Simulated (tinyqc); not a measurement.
Inside a calculation. Method: LCCD on RHF in the sto-6g basis, frozen core, for BH3, spin multiplicity 1. One step of it, computed by the program tinyqc.

Question. Orthogonalisation. S = U s U^T; symmetric (Loewdin) form X = U s^(-1/2) U^T, so that X^T S X = 1.

overlap S, order 1B 1s, 1B 2s, 1B 2px, 1B 2py, 1B 2pz, 2H 1s, 3H 1s, 4H 1s:
$$\begin{pmatrix}
1.000000 & 0.264891 & 0.000000 & 0.000000 & 0.000000 & 0.069611 & 0.069625 & 0.069625 \\
0.264891 & 1.000000 & 0.000000 & 0.000000 & 0.000000 & 0.477918 & 0.477966 & 0.477966 \\
0.000000 & 0.000000 & 1.000000 & 0.000000 & 0.000000 & 0.489096 & -0.244582 & -0.244582 \\
0.000000 & 0.000000 & 0.000000 & 1.000000 & 0.000000 & 0.000000 & 0.423585 & -0.423585 \\
0.000000 & 0.000000 & 0.000000 & 0.000000 & 1.000000 & -0.016496 & -0.016498 & -0.016498 \\
0.069611 & 0.477918 & 0.489096 & 0.000000 & -0.016496 & 1.000000 & 0.109903 & 0.109903 \\
0.069625 & 0.477966 & -0.244582 & 0.423585 & -0.016498 & 0.109903 & 1.000000 & 0.109931 \\
0.069625 & 0.477966 & -0.244582 & -0.423585 & -0.016498 & 0.109903 & 0.109931 & 1.000000
\end{pmatrix}$$

Give: eigenvalues of S; X.

Answer.

eigenvalues of S: [0.2540, 0.3435, 0.3435, 0.9490, 1.0015, 1.5466, 1.5466, 2.0153]

X, order 1B 1s, 1B 2s, 1B 2px, 1B 2py, 1B 2pz, 2H 1s, 3H 1s, 4H 1s:
$$\begin{pmatrix}
1.0318 & -0.1750 & 0.0000 & 0.0000 & 0.0012 & 0.0245 & 0.0245 & 0.0245 \\
-0.1750 & 1.4410 & 0.0000 & 0.0000 & -0.0139 & -0.3504 & -0.3505 & -0.3505 \\
0.0000 & 0.0000 & 1.2140 & 0.0000 & 0.0000 & -0.3667 & 0.1834 & 0.1834 \\
0.0000 & 0.0000 & 0.0000 & 1.2140 & 0.0000 & 0.0000 & -0.3176 & 0.3176 \\
0.0012 & -0.0139 & 0.0000 & 0.0000 & 1.0005 & 0.0119 & 0.0119 & 0.0119 \\
0.0245 & -0.3504 & -0.3667 & 0.0000 & 0.0119 & 1.2779 & -0.0184 & -0.0184 \\
0.0245 & -0.3505 & 0.1834 & -0.3176 & 0.0119 & -0.0184 & 1.2780 & -0.0184 \\
0.0245 & -0.3505 & 0.1834 & 0.3176 & 0.0119 & -0.0184 & -0.0184 & 1.2780
\end{pmatrix}$$
